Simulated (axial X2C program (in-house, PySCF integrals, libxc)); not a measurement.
Low determinants of SiH at the PBE0 level, with spin–orbit coupling

All values were computed with an in-house relativistic program for diatomic molecules. Two-component (2c) means X2C with spin–orbit coupling and atomic mean-field two-electron Coulomb and Gaunt terms. Basis: Si dyall-v3z [8s7p2d1f], H dyall-v3z [6s2p1d] (cores contracted in-house); Gaussian nuclei, density fitting, unrestricted open shells. Masses: Si 27.977 u, H 1.008 u.

Search at 1.536 Å (vertical energies from the lowest determinant):

| ΔE (eV) | state | electrons beyond evenly filled partner blocks | electrons in ±ω = 1/2, 3/2, 5/2, 7/2 |
| --- | --- | --- | --- |
| 0.00 | Ω = 1/2 | ω = 1/2 | 13 2 0 0 |
| 0.02 | Ω = 3/2 | ω = 3/2 | 12 3 0 0 |
| 2.39 | Ω = 1/2 | 2 × ω = -1/2, ω = 3/2 | 12 3 0 0 |
| 2.96 | Ω = 5/2 | 2 × ω = 1/2, ω = 3/2 | 12 3 0 0 |
| 2.97 | Ω = 1/2 | ω = 1/2 | 11 4 0 0 |

Lowest determinant, Ω = 1/2 (⟨Sz⟩ = -0.50, ⟨Lz⟩ = 1.00 at PBE0): Re = 1.536 Å, ωe = 2015.2 cm⁻¹.

The determinant in row 2 of the search, Ω = 3/2 (⟨Sz⟩ = 0.50, ⟨Lz⟩ = 1.00 at PBE0), was followed along the bond at PBE0; measured from the minimum of the lowest determinant it gives:

Te = 0.019 eV (151 cm⁻¹), Re = 1.536 Å, ωe = 2015.6 cm⁻¹.

Question: Compare the bond of the determinant in row 2 with that of the lowest one.

Answer: At PBE0 its Re is the same within 0.001 Å and its force constant, which goes as ωe², is 1.00 times that of the lowest determinant. T0 ≈ Te + Δωe/2 = 151 + (0) = 151 cm⁻¹.

The search compares states at one distance, so a state with another bond length can lie lower; it is not exhaustive and yields mostly the lowest determinant of each block pattern, so other components and higher states of one pattern are missing. These are energies of single determinants, not of spin-adapted states; PBE0 term energies can be off by some tenths of an eV, and the functional has no current term.
